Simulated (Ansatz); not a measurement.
Molecule: methylidyne radical, CH, charge 0, multiplicity 2. 
Geometry from a B3LYP-D3(BJ)/def2-TZVP (Ansatz, an electronic-structure program) optimisation:
SMILES: [CH]
```xyz
2

C      0.0000     0.0000    -0.1605
H      0.0000     0.0000     0.9630
```
Charge 0, spin multiplicity 2.

Quantity: vertical ionisation energy (to the singlet state of charge +1; each state is the SCF solution reached for its spin; the UHF <S^2> is 1.10 for the doublet (pure: 0.75); for the singlet the Hartree-Fock reference is unstable and T1 is 0.011; for the doublet T1 is 0.109), in eV. Cores are frozen in the correlated levels unless marked. Open shells are spin-unrestricted. Spin-orbit coupling is left out. Non-relativistic. Basis-set limits of correlation are two-point, X^-3; Hartree-Fock from the larger set.

```
level                                 program  vertical ionisation energy (eV)
------------------------------------  -------  -------------------------------
SVWN5/def2-TZVPD                       Ansatz                            11.06
r2SCAN/def2-TZVPD                      Ansatz                                …
PBE0/def2-TZVPD                        Ansatz                            11.01
CAM-B3LYP/def2-TZVPD                   Ansatz                            11.03
wB97M-V/def2-TZVPD                     Ansatz                                …
CCSD/aug-cc-pVDZ                       Ansatz                                …
CCSD/aug-cc-pVTZ                       Ansatz                            10.52
CCSD/def2-TZVPPD                       Ansatz                            10.51
CCSD(T)/CBS(aug-cc-pVTZ,aug-cc-pVQZ)   Ansatz                                …
```

### Question
Complete the blanks.

### Answer

- r2SCAN/def2-TZVPD, vertical ionisation energy (eV): 11.24
- wB97M-V/def2-TZVPD, vertical ionisation energy (eV): 10.67
- CCSD/aug-cc-pVDZ, vertical ionisation energy (eV): 10.41
- CCSD(T)/CBS(aug-cc-pVTZ,aug-cc-pVQZ), vertical ionisation energy (eV): 10.60
